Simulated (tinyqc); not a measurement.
A ladder of methods, and size consistency: correlation methods against full CI in the sto-3g basis, for BH3, spin multiplicity 1. Computed by the program tinyqc with PySCF. All electrons correlated; +Q is the Davidson correction (1 - c0^2) E_corr. The last columns treat two copies 100 angstrom apart as one system. FCI is the lowest singlet.

Geometry (angstrom):
```
atom        x        y       z
B      0.0000   0.0000  0.0400
H      1.2330   0.0000  0.0000
H     -0.6170   1.0680  0.0000
H     -0.6170  -1.0680  0.0000
```

RHF energy of one = -26.060554 hartree

Correlation energies (hartree):
```
method   E_corr of one  share of FCI (%)  E_corr of two at 100 angstrom  two minus twice one (mhartree)
MP2          -0.039092           67.9313                      -0.078184                          0.0000
CISD         -0.055899           97.1377                      -0.108250                          3.5486
CISD+Q       -0.057792          100.4264                      -0.114910                          0.6734
CCSD         -0.057107           99.2362                      -0.114214                          0.0000
CCSD(T)      -0.057380           99.7118                      -0.114761                          0.0000
FCI          -0.057546          100.0000                              -                               -
```

What does the comparison show, and why?

MP2 recovers 68 %, CISD 97.1 % and CCSD 99.2 % of the FCI value (c0^2 = 0.966 in CISD). MP2 and coupled cluster are size consistent, so their last column vanishes; CISD loses 3.55 mhartree, since a double excitation on each copy is a quadruple of the pair, and the Davidson correction leaves +0.67.
